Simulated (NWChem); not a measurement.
**Total energies of formic acid (CH2O2)**

SMILES: O=CO
```xyz
5

O      0.7441     0.8276     0.0000
C      0.1773    -0.3776     0.0000
O     -1.0006    -0.5842     0.0000
H      0.0245     1.4806     0.0000
H      0.9640    -1.1615     0.0000
```
Charge 0, spin multiplicity 1.

The numbers come from NWChem runs, not from measurements. The geometry was optimised at PBE0/def2-SVP, a minimum by its harmonic frequencies. It is one conformer; others weren't searched.

Basis set: 3-21G (31 functions).

| method | total energy (Ha) |
|---|---|
| RHF | -187.69788 |
| MP2 | -188.02947 |
| B2PLYP | -188.47364 |
| PBE | -188.49206 |
| B3LYP | -188.69349 |
| CAM-B3LYP | -188.61871 |
| CCSD(T) | -188.04649 |

Total energies of different functionals aren't comparable as a measure of quality: only differences taken within one method are. 

The correlated methods keep 3 core orbitals frozen. B3LYP has NWChem's definition, with VWN1-RPA local correlation. Coupled-cluster values serve here as a point of comparison, not as the truth.
